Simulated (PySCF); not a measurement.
# Which basis set comes closest?

Molecule: `InChI=1S/CHClF2/c2-1(3)4/h1H`.

Atoms are numbered as in `[F:1][CH:2]([F:3])[Cl:4]`. Each H is labelled by its parent atom.

Geometry PBE0-D3(BJ)/def2-SVP throughout; GIAO in PySCF, gas phase, one conformer, non-relativistic; equivalent atoms averaged; functional PBE0.

Reference values (measured; G. Saielli, R. Bini, A. Bagno, Computational 19F NMR. 2. Organic compounds, RSC Adv. 2014, ESI (exp. from Berger-Braun-Kalinowski 1994 and Everett 1995)): δ(F1/F3) = -71.8 ppm vs CFCl3. Computed shifts are taken against CFCl3, calculated as an isolated molecule at each level.

How do the basis sets STO-3G, 6-31G, pcSseg-0, 6-31G*, def2-SVP, cc-pVDZ, pcSseg-1, aug-cc-pVDZ, 6-311+G(2d,p), def2-TZVP, cc-pVTZ, IGLO-III, pcSseg-2, pcSseg-3 perform against the reference? Times are CPU seconds on shared hosts with different chips, so compare them loosely.

Results:


```csv
basis set,functions,F1/F3,abs. error F,core-s
STO-3G,25,-71.0,0.8,0.9
6-31G,42,-82.9,11.1,1.8
pcSseg-0,42,-83.2,11.4,1.7
6-31G*,62,-75.4,3.6,2.4
def2-SVP,65,-68.0,3.8,2.2
cc-pVDZ,65,-73.5,1.7,2.5
pcSseg-1,80,-78.9,7.1,3.2
aug-cc-pVDZ,105,-75.6,3.8,3.8
"6-311+G(2d,p)",122,-81.6,9.8,4.3
def2-TZVP,136,-78.3,6.5,5
cc-pVTZ,138,-77.1,5.3,5.4
IGLO-III,159,-80.1,8.3,5.9
pcSseg-2,165,-79.7,7.9,6.3
pcSseg-3,325,-80.6,8.8,23
```

For 19F the closest is STO-3G (0.8 ppm) and the furthest pcSseg-0 (11.4 ppm). Where a smaller basis beats a larger one, errors probably cancel; the largest sets show where the functional converges. One molecule is a small sample, and vibrational and solvent effects are absent from the calculation.

A small basis that lands close on one nucleus may do so by chance; judge by the trend and by all nuclei.
